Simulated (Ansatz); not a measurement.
in.yaml

```yaml
crystal:
  periodic: [false, false, false]
  atoms:
    - {symbol: H, position_ang: [-1.996482, 0.000000, 0.000000]}
    - {symbol: H, position_ang: [-1.013482, 0.000000, 0.000000]}
    - {symbol: B, position_ang: [0.156518, 0.000000, 0.000000]}
    - {symbol: H, position_ang: [0.665591, 0.000000, 1.077009]}
    - {symbol: H, position_ang: [0.665591, 0.000000, -1.077008]}
basis:
  gaussian: {orbitals: 6-31G}
magnetization: {spin_polarized: false, initial_magnetization: 1}
correlation: {method: ccsd_t, electrons: outside_noble_gas}
```

```sh
$ ansatz run in.yaml --threads 1 --pin off --events-out ev --progress --plain --max-ram 2393MiB
```

Output:

```
254 factors; integrals over basis functions are off by at most 3.9e-4 eV
mean field evaluation 1: about -729.1835 eV, gradient 9.6e0 eV
mean field evaluation 2: about -729.1791 eV, gradient 9.6e0 eV
mean field evaluation 4: about -729.9707 eV, gradient 1.0e0 eV
mean field evaluation 8: about -729.9943 eV, gradient 1.1e-2 eV
mean field evaluation 16: about -729.9972 eV, gradient 4.5e-1 eV
mean field evaluation 32: about -728.1242 eV, gradient 5.3e-5 eV
mean field evaluation 64: about -729.8164 eV, gradient 4.8e0 eV
mean field -729.99425659 eV, -26.8267941219 hartree, gradient 1.1e-6 eV, S^2 0.750000; 4 other end points of the search recorded, 0 dependent functions left out
determinant -729.99425659 eV, -26.8267941219 hartree, with singles and doubles -732.18740981 eV, -26.9073910161 hartree
determinant -728.12420595 eV, -26.7580710283 hartree, with singles and doubles -730.84786338 eV, -26.8581635929 hartree
1 core orbitals not correlated: weight in the atoms' cores, before any rotation towards them, 1.000 or more for the frozen orbitals, at most 0.000 for the correlated occupied ones
reference -729.99425659 eV, -26.8267941219 hartree; 4, 3 occupied and 12, 13 virtual orbitals, 254 factors
second order -1.61697444 eV of doubles, -0.06242221 eV of singles
cycle   1  -2.19319083 eV  change   -3.8e-5 eV  update   9.4e-5
cycle   2  -2.19321085 eV  change   -2.0e-5 eV  update   5.2e-5
cycle   3  -2.19320827 eV  change    2.6e-6 eV  update   1.3e-5
cycle   4  -2.19320731 eV  change    9.7e-7 eV  update   5.5e-6
perturbative correction -0.02653273 eV, -0.0009750598 hartree
Total energy: -732.21399663 eV, -26.9083680636 hartree
```

For the same geometry and basis full CI lies 9.5 meV lower.

Ran on 1 thread of Arm Neoverse N1, shared host: 0.54 s wall, 0.07 GiB peak host memory.
